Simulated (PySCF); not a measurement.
Identify the unknown among the candidates.

All candidates are C5H12O.

- NMR, other nuclei: isotropic shieldings of nuclei other than C and H, by class: 322 (1 O) ppm [GIAO PBE0/pcSseg-1]
- 1H NMR: chemical shifts (computed TMS as zero) by class: 3.71 (2 H), 3.39 (3 H), 1.41 (2 H), 1.34 (2 H), 1.03 (3 H) ppm [GIAO PBE0/pcSseg-1]
- Rotational structure: rotational constants A, B, C: 7.173, 1.695, 1.576 GHz [GFN2-xTB]
- 13C NMR: chemical shifts (computed TMS as zero) by class: 76.2 (1 C), 57.7 (1 C), 32.9 (1 C), 23.7 (1 C), 17.0 (1 C) ppm [GIAO PBE0/pcSseg-1]
- Dipole: 1.25 D [PBE0/pcSseg-1]

Electronic properties: PySCF, gas phase, density fitting. Levels stand in brackets. Geometry: GFN2-xTB, one conformer, isolated molecule. NMR classes are plain means over equivalent atoms (diastereotopic ones count apart unless rotation or inversion swaps them), as if these changed places fast.

Task: Which candidate is it?
A. `COCC(C)C` (i-BuOMe)
B. `COC(C)(C)C` (tert-butyl methyl ether)
C. `CCCCOC` (n-BuOMe)

Result: C. It is `CCCCOC`. Numbering: `[CH3:1][CH2:2][CH2:3][CH2:4][O:5][CH3:6]`. Its formula, C5H12O, gives 0 degrees of unsaturation, so no ring and no π bond. 5 carbons fall into 5 classes; from least to most shielded: sp3 carbon bound to oxygen [C4] (76.2 ppm), methoxy carbon [C6] (57.7 ppm), chain CH2 carbon [C3] (32.9 ppm), chain CH2 carbon [C2] (23.7 ppm), methyl carbon [C1] (17.0 ppm). Hydrogen classes from least to most shielded: 2 H on an sp3 carbon bound to oxygen, C4 (3.71 ppm), 3 H on a methoxy carbon, C6 (3.39 ppm, a mean of values up to 1.0 ppm apart in this geometry), 2 H on a chain CH2 carbon, C2 (1.41 ppm, a mean of values up to 0.7 ppm apart in this geometry), 2 H on a chain CH2 carbon, C3 (1.34 ppm, a mean of values up to 1.0 ppm apart in this geometry), 3 H on a methyl carbon, C1 (1.03 ppm). The other shieldings belong to: 322 ppm, ether oxygen [O5]. The optimised geometry has point group C1 and is an asymmetric top.

The others, at the same levels:
- `COCC(C)C` fails: it has 4 carbon classes against 5; its computed 13C shifts are 84.6 (1 C), 61.5 (1 C), 33.5 (1 C), 21.3 (2 C) ppm and 1H shifts are 3.54 (3 H), 3.08 (2 H), 1.73 (1 H), 0.93 (6 H) ppm.
- `COC(C)(C)C` fails: it has 3 carbon classes against 5; its computed 13C shifts are 74.7 (1 C), 51.6 (1 C), 28.8 (3 C) ppm, 1H shifts are 3.45 (3 H), 1.20 (9 H) ppm and rotational constant A is 4.401 GHz (against 7.173 GHz).

Each candidate is one conformer, not necessarily the lowest. Dipoles, sizes and rotational constants follow the conformer. The torsions of the flexible species, by atom-mapped SMILES:
- `[CH3:1][CH2:2][CH2:3][CH2:4][O:5][CH3:6]`: C1–C2–C3–C4 179°, C2–C3–C4–O5 -59°, C3–C4–O5–C6 -72°
- `[CH3:1][O:2][CH2:3][CH:4]([CH3:5])[CH3:6]`: C1–O2–C3–C4 -179°, O2–C3–C4–C5 64°
- `[CH3:1][O:2][C:3]([CH3:4])([CH3:5])[CH3:6]`: C1–O2–C3–C4 62°
